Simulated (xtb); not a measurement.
O2S, SMILES O=S=O. All values are semi-empirical tight-binding results from xtb (GFN2-xTB unless named), good for trends rather than for accurate numbers. Coordinates come from a GFN2-xTB optimisation.

Optimised geometry:

Bond lengths (Å): O1–S2 1.434, S2–O3 1.434. Angles (°): O1–S2–O3 116.4.
Charge 0, spin multiplicity 1.

Computed properties:
```json
{
 "point_group_as_xtb_finds_it": "C2v",
 "orbital_gap": "3.51 eV",
 "zero_point_energy": "4.2 kcal/mol",
 "G − E(el) at 298.15 K (modified RRHO)": "-11.0 kcal/mol",
 "static polarisability (D4 model)": "30.4 bohr³",
 "solvation energy, GFN2-xTB/ALPB(water)": "-6.0 kcal/mol",
 "solvation energy, GFN2-xTB/ALPB(acetonitrile)": "-7.2 kcal/mol"
}
```

Computed atomic charges and the Wiberg bond orders between heavy atoms:
charges (e) O1 -0.47, S2 0.95, O3 -0.47. Bond orders O1–S2 1.94, S2–O3 1.94.
